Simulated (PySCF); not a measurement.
SiF₄, SMILES F[Si](F)(F)F. Atoms are numbered in the order given.

```xyz
5

F      0.9182     0.9182     0.9182
Si     0.0000     0.0000     0.0000
F     -0.9182     0.9182    -0.9182
F     -0.9182    -0.9182     0.9182
F      0.9182    -0.9182    -0.9182
```

Geometry optimised at ωB97X-D3(BJ)/def2-SVP. The isomer is the one that the SMILES or the coordinates give; other isomers of the formula were not compared.

Level of theory: PBE0/def2-TZVP (PySCF).

Symmetry labels are those of the subgroup D2 that the program uses (full group Td).

Computed valence orbital energies around the gap with their symmetry:
| orbital | symmetry | energy (eV) |
|---|---|---|
| HOMO−7 | A | -13.91 |
| HOMO−6 | A | -13.91 |
| HOMO−5 | B1 | -13.68 |
| HOMO−4 | B2 | -13.68 |
| HOMO−3 | B3 | -13.68 |
| HOMO−2 | B1 | -12.76 |
| HOMO−1 | B2 | -12.76 |
| HOMO | B3 | -12.76 |
| LUMO | A | 0.15 |
| LUMO+1 | B3 | 2.18 |
| LUMO+2 | B1 | 2.18 |
| LUMO+3 | B2 | 2.18 |
